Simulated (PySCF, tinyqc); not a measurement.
Ways to converge the cycle: SCF convergence aids in the sto-6g basis, for H2O, spin multiplicity 1. Computed by the program tinyqc with PySCF. 

Geometry (angstrom):
```
atom       x        y       z
O     0.0000   0.0000  0.0000
H     0.0000   1.0290  0.8540
H     0.0000  -1.0290  0.8540
```

lowest restricted solution found by these runs and by PySCF = -75.530327 hartree

RHF with one setting changed at a time; a run stops when the energy changes by less than 1e-09 hartree and the error matrix is below 1e-5. The start is the core Hamiltonian. Damping d keeps d of the old density; a shift (hartree) raises the virtual levels; DIIS n extrapolates F over n matrices.

Largest element of the error matrix X^T (FDS - SDF) X:
```
iteration    plain  damping 0.3  damping 0.6  shift 0.4   DIIS 3   DIIS 8
1          3.7e-01      3.7e-01      3.7e-01    3.7e-01  3.7e-01  3.7e-01
2          4.9e-01      1.3e-01      1.9e-01    8.2e-02  4.9e-01  4.9e-01
3          2.9e-01      7.7e-02      1.3e-01    2.7e-02  1.1e-01  1.1e-01
4          1.3e-01      4.2e-02      9.3e-02    1.2e-02  1.4e-02  1.4e-02
5          6.5e-02      2.3e-02      6.5e-02    5.3e-03  6.5e-03  5.3e-03
6          2.7e-02      1.3e-02      4.6e-02    2.5e-03  7.7e-04  1.7e-03
8          5.6e-03      4.2e-03      2.3e-02    7.6e-04  1.6e-05  1.2e-06
10         1.3e-03      1.9e-03      1.3e-02    4.2e-04        -        -
14         8.2e-05      4.9e-04      4.5e-03    1.2e-04        -        -
20               -      6.2e-05      1.1e-03    1.7e-05        -        -
30               -            -      1.8e-04          -        -        -
45               -            -      1.2e-05          -        -        -
```

How each run ends:
```
run          iterations  E (hartree)         state
plain                18   -75.530327  lowest found
damping 0.3          26   -75.530327  lowest found
damping 0.6          47   -75.530327  lowest found
shift 0.4            22   -75.530327  lowest found
DIIS 3                9   -75.530327  lowest found
DIIS 8                9   -75.530327  lowest found
```

6 of 6 runs reach the lowest restricted solution found, in 9 to 47 iterations (fastest: DIIS 3, DIIS 8). Plain steps already contract here, so damping only slows them. DIIS 3 and DIIS 8 gain by cancelling the error over several earlier matrices, much as a quasi-Newton step does. The restricted reference is unstable here: a spin-polarised solution lies 0.0102 hartree lower (PySCF), so results built on it describe a poor reference.
